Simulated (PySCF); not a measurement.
Where the electron goes

Species: (H3Si)2CH2, CH8Si2.
Structure used (PBE0-D3(BJ)/def2-SVP), in Å, numbered top down from 1:
```
atom  x, y, z in Å
Si1   -0.933   -1.256    0.373
H2    -1.566   -1.758    1.631
H3    -0.019   -2.317   -0.153
H4    -2.010   -1.018   -0.637
C5     0.025    0.333    0.691
Si6    0.917    1.048   -0.804
H7     1.954    0.088   -1.295
H8    -0.050    1.305   -1.915
H9     1.591    2.337   -0.458
H10    0.766    0.145    1.486
H11   -0.675    1.093    1.081
```

Computed, not measured: PySCF, TDDFT wB97X-D/def2-SVPD, vertical, gas phase, core orbitals frozen in the response.

Frontier orbitals with the atoms that hold most of them (Löwdin shares over 4%, at most four atoms; ? is withheld):

```
orbital  ε (eV)                             atoms
 HOMO-3  -11.45  Si1 21%, Si6 21%, H4 14%, H7 13%
 HOMO-2  -11.37  Si6 18%, Si1 18%, H7 12%, H4 12%
 HOMO-1  -11.03                                 ?
   HOMO  -10.66  C5 31%, Si1 19%, Si6 19%, H2 13%
   LUMO       ?                                 ?
 LUMO+1    2.29  Si6 25%, Si1 25%, H9 10%, H2 10%
 LUMO+2    2.48    Si1 28%, Si6 27%, C5 9%, H3 7%
```

Problem. Which atoms hold the HOMO-1, and with what shares?

Solution. C5 (bonded to 2 Si and 2 H) 23%; Si6 (bonded to C and 3 H) 16%; Si1 (bonded to C and 3 H) 16%; H3 (bonded to Si) 6%. By element: silicon 33%, carbon 23%, hydrogen 6% or more.

Problem. Which atoms hold the LUMO, and with what shares?

Solution. Si1 (bonded to C and 3 H) 23%; Si6 (bonded to C and 3 H) 23%; C5 (bonded to 2 Si and 2 H) 12%; H11 (bonded to C) 7%. By element: silicon 46%, carbon 12%, hydrogen 7% or more.

Problem. What is the LUMO energy, and the HOMO–LUMO gap?

Solution. ε(LUMO) = 1.78 eV; the gap is 12.45 eV (0.4573 hartree).

Problem. How does S1 compare with the orbital gap of 12.45 eV?

Solution. S1 is at 8.12 eV (f = 0.040), 4.33 eV below the gap, made of HOMO→LUMO (90%). Without the coupling terms of the response equations the lowest excitation would equal the gap.

Problem. One configuration dominates each of S1, S2 and S4. Which, and how do the shares of the two leading atoms of either orbital change from the occupied to the empty one?

Solution. 
- S1 (8.12 eV, f 0.040), HOMO→LUMO (90%): C5 31% → 12%, Si1 19% → 23%, Si6 19% → 23%
- S2 (8.40 eV, f 0.0001), HOMO-1→LUMO (86%): C5 23% → 12%, Si6 16% → 23%, Si1 16% → 23%
- S4 (8.73 eV, f 0.025), HOMO-2→LUMO (76%): Si6 18% → 23%, Si1 18% → 23%

Löwdin shares depend on the basis, the more so with diffuse functions.
